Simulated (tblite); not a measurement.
Phosphanide, PH2 (charge -1).
SMILES with atom numbers: `[PH2-:1]` (hydrogens: H2, H3 on P1)

Calculated harmonic vibrations of the isolated species, GFN2-xTB (tblite), most abundant isotopes, no scaling. Against measured fundamentals such values can be off by several per cent, at times by over 20. Modes of hydrogen on phosphorus can be 10 to 20 % off.

Harmonic wavenumbers (cm⁻¹): 1217.6, 2430.7, 2636.7.

A = 301342, B = 272271, C = 143035 MHz; mass 32.989 u (most abundant isotopes); point group C2v, symmetry number 2.

Question: Zero-point energy?

Answer: Half the sum of the wavenumbers: 3142 cm⁻¹ = 37.59 kJ/mol.

Question: Give the ideal-gas entropy at 298.15 K and 1 bar in the rigid-rotor, harmonic-oscillator model (classical rotation).

Answer: Translation 152.46, rotation 52.73, vibration 0.16: S = 205.3 J/(mol K).

Question: And Cp and H(298.15 K) − H(0)?

Answer: Cp = 34.08 J/(mol K), of which vibrations give 0.82 (their classical limit is 3 R = 24.9); H(298.15 K) − H(0) = 9.96 kJ/mol without the zero-point energy, 0.04 from vibrations.

Question: What must be added to the electronic energy to get the Gibbs energy at 298.15 K and 1 bar?

Answer: ZPE + [H(298.15 K) − H(0)] − T·S = 37.59 + 9.96 − 61.22 = -13.67 kJ/mol.

Question: How do the functions run with temperature in this model?

Answer: 
```json
{"T (K)": "150", "S (J/(mol K))": "182.3", "Cp (J/(mol K))": "33.3", "H − H(0) (kJ/mol)": "4.99", "G − H(0) (kJ/mol)": "-22.36", "ln q(vib)": "0.00"}
{"T (K)": "250", "S (J/(mol K))": "199.4", "Cp (J/(mol K))": "33.6", "H − H(0) (kJ/mol)": "8.33", "G − H(0) (kJ/mol)": "-41.52", "ln q(vib)": "0.00"}
{"T (K)": "400", "S (J/(mol K))": "215.5", "Cp (J/(mol K))": "35.5", "H − H(0) (kJ/mol)": "13.50", "G − H(0) (kJ/mol)": "-72.72", "ln q(vib)": "0.01"}
{"T (K)": "600", "S (J/(mol K))": "230.6", "Cp (J/(mol K))": "39.0", "H − H(0) (kJ/mol)": "20.93", "G − H(0) (kJ/mol)": "-117.41", "ln q(vib)": "0.06"}
{"T (K)": "900", "S (J/(mol K))": "247.4", "Cp (J/(mol K))": "44.3", "H − H(0) (kJ/mol)": "33.44", "G − H(0) (kJ/mol)": "-189.22", "ln q(vib)": "0.19"}
```

q(vib) and H(0) count from the zero-point level.

On one thread of an Arm Neoverse V1, on a shared host, this took under 0.1 s of wall time. This covers the Hessian and the dipole derivatives.
